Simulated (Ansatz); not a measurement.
Two structures of SiNH5, closed shell, reached by relaxing down either side of one saddle point (PBE0-D4/def2-TZVP). Energies are electronic, without zero-point energy. Ansatz 0.2.0; basis: def2-TZVPP and def2-QZVPP; cores frozen in the correlated methods. Extrapolation: Hartree–Fock as exp(−7.88 √X), correlation as X^−2.97. First:

```json
{"atom": "Si1", "x (Å)": "0.0917", "y (Å)": "-0.1767", "z (Å)": "1.3481"}
{"atom": "H2", "x (Å)": "-0.1765", "y (Å)": "-1.1619", "z (Å)": "-1.0067"}
{"atom": "N3", "x (Å)": "0.2034", "y (Å)": "-0.2792", "z (Å)": "-0.6825"}
{"atom": "H4", "x (Å)": "-1.4108", "y (Å)": "0.0643", "z (Å)": "1.2055"}
{"atom": "H5", "x (Å)": "0.4255", "y (Å)": "1.3109", "z (Å)": "1.2419"}
{"atom": "H6", "x (Å)": "1.1728", "y (Å)": "-0.2324", "z (Å)": "-0.9769"}
{"atom": "H7", "x (Å)": "-0.3060", "y (Å)": "0.4750", "z (Å)": "-1.1293"}
```

Second:

```xyz
7
angstrom
Si -0.1052 -0.1664 0.6292
H 0.3466 -1.5574 0.8908
N 0.0566 0.1334 -1.0568
H -1.5391 -0.0094 0.9852
H 0.6773 0.7318 1.5311
H 0.9214 -0.0915 -1.5219
H -0.3577 0.9595 -1.4575
```

Q: Which bonds change from the first to the second?

A: SiH₂ + NH₃ → SiNH₅ ([NH2][SiH3]); bonds formed: Si1–H2; dative contacts that become bonds: Si1–N3; bonds broken: H2–N3.

Q: Give the saddle point's structure and its height above each. (To be estimated.)

A: The calculation gives: 159.9 kJ/mol above the first and 315.2 kJ/mol above the second (CCSD(T) at an estimated basis limit (MP2 extrapolated from triple and quadruple zeta, plus CCSD(T) − MP2 in triple zeta)).
Si1  (-0.039, -0.173, 1.010)
H2  (0.131, -1.253, -0.187)
N3  (0.139, -0.073, -0.866)
H4  (-1.483, 0.194, 1.133)
H5  (0.699, 0.977, 1.636)
H6  (1.079, -0.041, -1.234)
H7  (-0.525, 0.369, -1.492)
(Å)

No T1 diagnostic of these runs exceeds 0.014. The restricted Hartree–Fock reference is unstable towards an unrestricted one at one or more of these structures.

Losses and insertions of silylenes and their heavier kin drive the gas-phase chemistry of silicon and germanium vapour deposition.

Labels in which every atom is bracketed show which atoms are joined, not bond orders.

For scale, one of the runs: CCSD(T)/def2-TZVPP, 143 basis functions, launched by `ansatz run in.yaml --threads 2 --pin off --events-out ev --progress --plain --max-ram 4352MiB`. The run took 7 s on 2 CPU threads of an Arm Neoverse V2 (shared host), with 0.79 GiB of host memory at its peak.
